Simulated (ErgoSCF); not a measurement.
**SiCl2 (SMILES Cl[Si]Cl): levels of theory compared**

Wanted: a comparison of 3 runs (HF/cc-pVDZ, HF/def2-SVP, PBE0/def2-SVP) of SiCl2. 

Program for the calculation: ErgoSCF 3.8.

3 further runs of the same task are left out: 2 that didn't finish, 1 set aside as unsound or not needed.

### 1 The system as given

The species is SiCl2 (3 atoms), meant as a singlet with charge 0. As SMILES, `Cl[Si]Cl`. The coordinates come from a PBE0-D4/def2-TZVP relaxation.

Bond lengths: Cl1–Si2 2.077 Å, Si2–Cl3 2.077 Å. Angles: Cl1–Si2–Cl3 101.3°.

### 2 The energy at HF/cc-pVDZ (run 1)

Input file geom.xyz:

```xyz
3
Cl2Si
Cl     0.293800     1.603800     0.338000
Si    -0.770100    -0.010400    -0.422000
Cl     0.476300    -1.593400     0.084000
```

Input file ergo.in:

```
set_nthreads("env")
molecule "geom.xyz"
scf.output_mulliken_pop = 1
basis = "cc-pVDZ"
scf.max_number_of_iterations = 120
charge = 0
scf.use_diagonalization = 1
tmpdir = "."
run "HF"
```

The basis set cc-pVDZ is read from a file made from the Basis Set Exchange's data (not shown).

Command:

```
$ ergo < ergo.in
```

Standard output:

```text
[...]
INSC SCF_general constructor, number of basis functions: 54
[...]
INSC Energy   1 =       -721.39514818810
[...]
INDE E_LUMO =          0.01049739216
[...]
INSC Energy  13 =      -1208.00667839128  ( diff     -0.000000000035016 )
[...]
RESC CONVERGED after  13 iterations.
RESC FINAL ENERGY:      -1208.00667839128
[...]
INSC SCF: dipole_moment_x [atomic units] =      -0.45327558
INSC SCF: dipole_moment_y [atomic units] =      -0.00594707
INSC SCF: dipole_moment_z [atomic units] =      -0.24836702
[...]
```

Wall time 33 s (1 thread of Arm Neoverse V2, shared host); peak memory 0.26 GiB.

### 3 A single-point energy at HF/def2-SVP (run 2)

Input file ergo.in:

```
set_nthreads(1)
basis = "def2-SVP"
scf.use_diagonalization = 1
scf.max_number_of_iterations = 120
scf.output_mulliken_pop = 1
tmpdir = "."
molecule_inline Angstrom
Cl     0.293800     1.603800     0.338000
Si    -0.770100    -0.010400    -0.422000
Cl     0.476300    -1.593400     0.084000
EOF
run "HF"
```

The basis set def2-SVP is read from a file made from the Basis Set Exchange's data (not shown).

Command:

```
$ ergo < ergo.in
```

Standard output:

```text
[...]
INSC SCF_general constructor, number of basis functions: 54
[...]
INSC Energy   1 =       -762.87657304086
[...]
INDE E_LUMO =          0.01466090530
[...]
INSC Energy  14 =      -1207.61329044616  ( diff      0.000000000004547 )
[...]
RESC CONVERGED after  14 iterations.
RESC FINAL ENERGY:      -1207.61329044616
[...]
INSC SCF: dipole_moment_x [atomic units] =      -0.40923397
INSC SCF: dipole_moment_y [atomic units] =      -0.00536010
INSC SCF: dipole_moment_z [atomic units] =      -0.22423393
[...]
```

It took 6.3 s on 1 thread of Arm Neoverse V2, shared host; peak memory 0.26 GiB.

### 4 The energy at PBE0/def2-SVP (run 3)

Input file input.ego:

```
# Cl2Si, PBE0
set_nthreads("env")
XC.angint = 41
XC.sparse_mode = 0
scf.max_number_of_iterations = 120
scf.output_mulliken_pop = 1
scf.use_diagonalization = 1
basis = "def2-SVP"
XC.radint = 1e-11
tmpdir = "."
molecule_inline
Cl   0.55520154   3.03074276   0.63872743
Si  -1.45527809  -0.01965315  -0.79746442
Cl   0.90007655  -3.01108961   0.15873699
EOF
run "PBE0"
```

The basis set def2-SVP is read from a file made from the Basis Set Exchange's data (not shown).

Command:

```
$ ergo < input.ego
```

Standard output:

```text
[...]
INDF Weighted mixed functional:
[...]
INSC Energy   1 =       -773.73835095861
[...]
INDE E_LUMO =         -0.10240589642
[...]
INSC Energy  16 =      -1209.14997281568  ( diff     -0.000000000002728 )
[...]
RESC CONVERGED after  16 iterations.
RESC FINAL ENERGY:      -1209.14997281568
[...]
INSC SCF: dipole_moment_x [atomic units] =      -0.29542541
INSC SCF: dipole_moment_y [atomic units] =      -0.00383954
INSC SCF: dipole_moment_z [atomic units] =      -0.16187074
[...]
```

Run time: 9.3 s. Hardware: 1 thread of Arm Neoverse V2, shared host; peak memory 0.26 GiB.

### 5 All runs side by side

```csv
run,level,integration grid,radint,energy (Eh),dipole moment (D),wall time
1,HF/cc-pVDZ,–,–,-1208.006678,1.31,33 s
2,HF/def2-SVP,–,–,-1207.613290,1.19,6.3 s
3,PBE0/def2-SVP,Turbo,1e-11,-1209.149973,0.86,9.3 s
```

### 6 Results

| quantity | value |
| --- | --- |
| run 3: total energy | -1209.14997 Eh |
| run 3: dipole moment | 0.86 D |

In words: The dipole moment (its size) runs from 0.86 D (PBE0/def2-SVP) to 1.31 D (HF/cc-pVDZ). The two ends differ in method and basis. All runs together took 49 s, the longest 33 s.
